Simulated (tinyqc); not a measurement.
Worked calculation: RHF in the sto-3g basis, for H2O, spin multiplicity 1. One step of it, computed by the program tinyqc.

Problem. Iteration 1: building the Fock matrix. J_ij = sum D_kl (ij|kl), K_ij = sum D_kl (ik|jl); F = H + J - 0.5 K; E = tr D H + tr D J / 2 - 0.25 tr D K + E_nn.

D at the start:
```
            1O 1s      1O 2s    1O 2px     1O 2py     1O 2pz      2H 1s      3H 1s
1O 1s    2.075169  -0.318354  0.000000   0.000000   0.094415  -0.122191  -0.122191
1O 2s   -0.318354   1.412785  0.000000   0.000000  -0.347791   0.342771   0.342771
1O 2px   0.000000   0.000000  2.000000   0.000000   0.000000   0.000000   0.000000
1O 2py   0.000000   0.000000  0.000000   1.653708   0.000000   0.294894  -0.294894
1O 2pz   0.094415  -0.347791  0.000000   0.000000   1.833044   0.133934   0.133934
2H 1s   -0.122191   0.342771  0.000000   0.294894   0.133934   0.164126   0.058953
3H 1s   -0.122191   0.342771  0.000000  -0.294894   0.133934   0.058953   0.164126
```

core Hamiltonian H = T + V (hartree):
```
             1O 1s      1O 2s     1O 2px     1O 2py     1O 2pz      2H 1s      3H 1s
1O 1s   -32.508715  -7.562576   0.000000   0.000000  -0.014102  -1.013401  -1.013401
1O 2s    -7.562576  -9.134696   0.000000   0.000000  -0.174542  -2.497152  -2.497152
1O 2px    0.000000   0.000000  -7.291403   0.000000   0.000000   0.000000   0.000000
1O 2py    0.000000   0.000000   0.000000  -7.368208   0.000000  -1.348753   1.348753
1O 2pz   -0.014102  -0.174542   0.000000   0.000000  -7.363411  -1.354097  -1.354097
2H 1s    -1.013401  -2.497152   0.000000  -1.348753  -1.354097  -4.297828  -1.043784
3H 1s    -1.013401  -2.497152   0.000000   1.348753  -1.354097  -1.043784  -4.297828
```

Two-electron integrals (ij|kl) in chemists' order, unique and non-zero (hartree):
```
(11|11) 4.785065    (21|11) 0.741380    (21|21) 0.136873    (22|11) 1.118947
(22|21) 0.256633    (22|22) 0.817206    (31|31) 0.024477    (32|31) 0.037809
(32|32) 0.180518    (33|11) 1.115814    (33|21) 0.256684    (33|22) 0.817023
(33|33) 0.880159    (41|41) 0.024477    (42|41) 0.037809    (42|42) 0.180518
(43|43) 0.047444    (44|11) 1.115814    (44|21) 0.256684    (44|22) 0.817023
(44|33) 0.785270    (44|44) 0.880159    (51|51) 0.024477    (52|51) 0.037809
(52|52) 0.180518    (53|53) 0.047444    (54|54) 0.047444    (55|11) 1.115814
(55|21) 0.256684    (55|22) 0.817023    (55|33) 0.785270    (55|44) 0.785270
(55|55) 0.880159    (61|11) 0.099563    (61|21) 0.018246    (61|22) 0.034058
(61|33) 0.033992    (61|41) 0.000592    (61|42) 0.001120    (61|44) 0.034097
(61|51) 0.000574    (61|52) 0.001084    (61|54) 0.000102    (61|55) 0.034090
(61|61) 0.002463    (62|11) 0.268133    (62|21) 0.062383    (62|22) 0.223178
(62|33) 0.219206    (62|41) 0.003360    (62|42) 0.026836    (62|44) 0.225240
(62|51) 0.003253    (62|52) 0.025985    (62|54) 0.005843    (62|55) 0.224863
(62|61) 0.008495    (62|62) 0.078657    (63|31) 0.006203    (63|32) 0.037276
(63|43) 0.005418    (63|53) 0.005246    (63|63) 0.010615    (64|11) 0.146687
(64|21) 0.034540    (64|22) 0.131945    (64|33) 0.126115    (64|41) 0.007819
(64|42) 0.052105    (64|44) 0.140307    (64|51) 0.001565    (64|52) 0.014359
(64|54) 0.008495    (64|55) 0.129261    (64|61) 0.004888    (64|62) 0.056557
(64|64) 0.050828    (65|11) 0.142033    (65|21) 0.033445    (65|22) 0.127759
(65|33) 0.122114    (65|41) 0.001565    (65|42) 0.014359    (65|44) 0.125363
(65|51) 0.007718    (65|52) 0.051179    (65|54) 0.008564    (65|55) 0.135652
(65|61) 0.004733    (65|62) 0.054762    (65|64) 0.038937    (65|65) 0.048316
(66|11) 0.439856    (66|21) 0.103962    (66|22) 0.428575    (66|33) 0.412312
(66|41) 0.006592    (66|42) 0.074375    (66|44) 0.437227    (66|51) 0.006383
(66|52) 0.072016    (66|54) 0.024125    (66|55) 0.435671    (66|61) 0.014242
(66|62) 0.199386    (66|64) 0.163684    (66|65) 0.158491    (66|66) 0.774606
(71|11) 0.099563    (71|21) 0.018246    (71|22) 0.034058    (71|33) 0.033992
(71|41) -0.000592   (71|42) -0.001120   (71|44) 0.034097    (71|51) 0.000574
(71|52) 0.001084    (71|54) -0.000102   (71|55) 0.034090    (71|61) 0.002432
(71|62) 0.008272    (71|64) 0.004390    (71|65) 0.004613    (71|66) 0.013785
(71|71) 0.002463    (72|11) 0.268133    (72|21) 0.062383    (72|22) 0.223178
(72|33) 0.219206    (72|41) -0.003360   (72|42) -0.026836   (72|44) 0.225240
(72|51) 0.003253    (72|52) 0.025985    (72|54) -0.005843   (72|55) 0.224863
(72|61) 0.008272    (72|62) 0.063931    (72|64) 0.031846    (72|65) 0.043351
(72|66) 0.132318    (72|71) 0.008495    (72|72) 0.078657    (73|31) 0.006203
(73|32) 0.037276    (73|43) -0.005418   (73|53) 0.005246    (73|63) 0.008358
(73|73) 0.010615    (74|11) -0.146687   (74|21) -0.034540   (74|22) -0.131945
(74|33) -0.126115   (74|41) 0.007819    (74|42) 0.052105    (74|44) -0.140307
(74|51) -0.001565   (74|52) -0.014359   (74|54) 0.008495    (74|55) -0.129261
(74|61) -0.004390   (74|62) -0.031846   (74|64) -0.007894   (74|65) -0.021181
(74|66) -0.060060   (74|71) -0.004888   (74|72) -0.056557   (74|74) 0.050828
(75|11) 0.142033    (75|21) 0.033445    (75|22) 0.127759    (75|33) 0.122114
(75|41) -0.001565   (75|42) -0.014359   (75|44) 0.125363    (75|51) 0.007718
(75|52) 0.051179    (75|54) -0.008564   (75|55) 0.135652    (75|61) 0.004613
(75|62) 0.043351    (75|64) 0.021181    (75|65) 0.037333    (75|66) 0.097989
(75|71) 0.004733    (75|72) 0.054762    (75|74) -0.038937   (75|75) 0.048316
(76|11) 0.101078    (76|21) 0.023783    (76|22) 0.093967    (76|33) 0.091465
(76|44) 0.092942    (76|51) 0.001815    (76|52) 0.018031    (76|55) 0.097389
(76|61) 0.003216    (76|62) 0.034441    (76|64) 0.021526    (76|65) 0.026973
(76|66) 0.096676    (76|71) 0.003216    (76|72) 0.034441    (76|74) -0.021526
(76|75) 0.026973    (76|76) 0.019786    (77|11) 0.439856    (77|21) 0.103962
(77|22) 0.428575    (77|33) 0.412312    (77|41) -0.006592   (77|42) -0.074375
(77|44) 0.437227    (77|51) 0.006383    (77|52) 0.072016    (77|54) -0.024125
(77|55) 0.435671    (77|61) 0.013785    (77|62) 0.132318    (77|64) 0.060060
(77|65) 0.097989    (77|66) 0.307836    (77|71) 0.014242    (77|72) 0.199386
(77|74) -0.163684   (77|75) 0.158491    (77|76) 0.096676    (77|77) 0.774606
```

nuclear repulsion = 7.45859141 hartree

Give: Coulomb J; exchange K; Fock matrix F; total energy of this density.

Solution.

Coulomb J (hartree):
```
         1O 1s   1O 2s  1O 2px  1O 2py  1O 2pz  2H 1s   3H 1s
1O 1s   17.885   3.394   0.000   0.000  -0.009  0.453   0.453
1O 2s    3.394   8.461   0.000   0.000  -0.013  2.268   2.268
1O 2px   0.000   0.000   8.449   0.000   0.000  0.000   0.000
1O 2py   0.000   0.000   0.000   8.451   0.000  1.329  -1.329
1O 2pz  -0.009  -0.013   0.000   0.000   8.460  1.289   1.289
2H 1s    0.453   2.268   0.000   1.329   1.289  4.360   0.950
3H 1s    0.453   2.268   0.000  -1.329   1.289  0.950   4.360
```

exchange K (hartree):
```
        1O 1s   1O 2s  1O 2px  1O 2py  1O 2pz  2H 1s   3H 1s
1O 1s   9.764   1.712   0.000   0.000   0.008  0.235   0.235
1O 2s   1.712   2.620   0.000   0.000  -0.114  0.840   0.840
1O 2px  0.000   0.000   2.269   0.000   0.000  0.000   0.000
1O 2py  0.000   0.000   0.000   2.173   0.000  0.468  -0.468
1O 2pz  0.008  -0.114   0.000   0.000   2.238  0.413   0.413
2H 1s   0.235   0.840   0.000   0.468   0.413  0.699   0.305
3H 1s   0.235   0.840   0.000  -0.468   0.413  0.305   0.699
```

Fock matrix F (hartree):
```
          1O 1s   1O 2s  1O 2px  1O 2py  1O 2pz   2H 1s   3H 1s
1O 1s   -19.505  -5.024   0.000   0.000  -0.027  -0.678  -0.678
1O 2s    -5.024  -1.984   0.000   0.000  -0.131  -0.649  -0.649
1O 2px    0.000   0.000   0.023   0.000   0.000   0.000   0.000
1O 2py    0.000   0.000   0.000  -0.003   0.000  -0.254   0.254
1O 2pz   -0.027  -0.131   0.000   0.000  -0.022  -0.272  -0.272
2H 1s    -0.678  -0.649   0.000  -0.254  -0.272  -0.288  -0.246
3H 1s    -0.678  -0.649   0.000   0.254  -0.272  -0.246  -0.288
```

total energy of this density = -74.34061 hartree
